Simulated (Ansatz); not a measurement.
The input, for Ansatz 0.2.0:

```yaml
crystal:
  periodic: [false, false, false]
  atoms:
    - {symbol: S, position_ang: [0.000000, 0.000000, 0.000000]}
    - {symbol: Be, position_ang: [0.000000, 0.000000, 1.842500]}
basis:
  gaussian: {orbitals: cc-pVDZ}
total_charge: 1
magnetization: {spin_polarized: true, initial_magnetization: 1}
hamiltonian: {xc: {name: B3LYP}}
correlation: {method: ccsdt_q, electrons: valence}
accuracy: high
output: {forces: true}
```

```sh
$ ansatz run in.yaml --threads 1 --pin off --events-out ev --progress --plain --max-ram 2393MiB
```

Output:

```
613 factors; integrals over basis functions are off by at most 3.2e-9 eV
mean field evaluation 1: about -11222.6340 eV, gradient 2.4e1 eV
mean field evaluation 2: about -11222.7062 eV, gradient 2.4e1 eV
mean field evaluation 4: about -11226.8664 eV, gradient 3.5e0 eV
mean field evaluation 8: about -11226.9847 eV, gradient 3.3e-1 eV
mean field evaluation 16: about -11226.9854 eV, gradient 1.5e-5 eV
mean field evaluation 32: about -11212.8886 eV, gradient 8.6e0 eV
mean field evaluation 64: about -11224.0996 eV, gradient 6.1e0 eV
mean field -11226.98536354 eV, -412.5841021861 hartree, gradient 5.3e-8 eV, S^2 0.753467; 2 other end points of the search recorded, 0 dependent functions left out
5 core orbitals not correlated: weight in the atoms' cores, before any rotation towards them, 1.000 or more for the frozen orbitals, at most 0.000 for the correlated occupied ones
reference -11206.62800433 eV, -411.8359830338 hartree; 5, 4 occupied and 22, 23 virtual orbitals, 613 factors
second order -3.53082310 eV of doubles, -0.13003674 eV of singles
cycle   1  -3.90105078 eV  change   -2.4e-1 eV  update   7.2e-2
cycle   2  -4.05846223 eV  change   -1.6e-1 eV  update   4.2e-2
cycle   3  -4.19746849 eV  change   -1.4e-1 eV  update   1.7e-2
...
cycle  24  -4.20066931 eV  change   -7.4e-8 eV  update   1.2e-7
cycle  25  -4.20066930 eV  change    1.1e-8 eV  update   6.8e-8
cycle  26  -4.20066930 eV  change   -4.4e-9 eV  update   3.9e-8
cycle  27  -4.20066932 eV  change   -1.3e-8 eV  update   2.8e-8
cycle  28  -4.20066932 eV  change   -6.7e-9 eV  update   2.3e-8
cycle  29  -4.20066932 eV  change   1.6e-10 eV  update   1.1e-8
cycle  30  -4.20066933 eV  change   -2.0e-9 eV  update   7.2e-9
cycle  31  -4.20066933 eV  change    1.1e-9 eV  update   4.2e-9
cycle  32  -4.20066933 eV  change   2.4e-10 eV  update   2.3e-9
cycle  33  -4.20066933 eV  change   1.9e-11 eV  update   1.0e-9
perturbative correction -0.01074128 eV, -0.0003947346 hartree
the calculation of the forces begins
Total energy: -11210.83941493 eV, -411.9907495188 hartree
Atom 0 at     0.000000     0.000000     0.000000 Å, force     0.000000     0.000000    -0.519062 eV/Å
Atom 1 at     0.000000     0.000000     1.842500 Å, force     0.000000    -0.000000     0.519062 eV/Å
Dipole moment:     0.000000    -0.000000     1.551606 e Å
```

Forces (eV/Å):
```
S    0.000  0.000 -0.519
Be   0.000  0.000  0.519
```

Ran on 1 thread of Arm Neoverse V2, shared host: 67 s wall, 0.76 GiB peak host memory.
